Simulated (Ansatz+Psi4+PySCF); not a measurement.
The numbers below are computed, except where a source is named.
A run of Ansatz (development build ahead of 0.2.0) on triplet CH2 at this shape:

```yaml
atoms:
  - { symbol: C, position_ang: [0.0000, 0.0000, 0.1104] }
  - { symbol: H, position_ang: [0.0000, 0.9826, -0.3311] }
  - { symbol: H, position_ang: [0.0000, -0.9826, -0.3311] }
```

Its results:

```json
{
  "Converged": "yes",
  "Reference energy": "-38.93779 hartree",
  "Correlation energy": "-0.11766 hartree",
  "Total energy": "-39.05544 hartree",
  "Spin squared of the determinant": "2.016",
  "Stability test": "minimum",
  "Occupied orbitals by symmetry in an Abelian subgroup (alpha; beta)": "3 A1 1 B1 1 B2; 2 A1 1 B2"
}
```

Forces (eV/Å):
```json
{"atom": "C1", "Fx": "0.000", "Fy": "0.000", "Fz": "-0.174"}
{"atom": "H2", "Fx": "0.000", "Fy": "-0.088", "Fz": "0.087"}
{"atom": "H3", "Fx": "0.000", "Fy": "0.088", "Fz": "0.087"}
```

Which input gives this output? Name the method, the orbitals and the basis set, and write the input.

UHF-MP2 in cc-pVTZ.

```yaml
crystal:
  periodic: [false, false, false]
  atoms:
    - { symbol: C, position_ang: [0.0, 0.0, 0.11038] }
    - { symbol: H, position_ang: [0.0, 0.98262, -0.33114] }
    - { symbol: H, position_ang: [0.0, -0.98262, -0.33114] }
basis:
  gaussian: { orbitals: cc-pVTZ }
magnetization:
  spin_polarized: true
  initial_magnetization: 2
hamiltonian:
  xc: hf
correlation:
  method: mp2
  frozen_orbitals: { C: 1, H: 0 }
output:
  forces: true
```
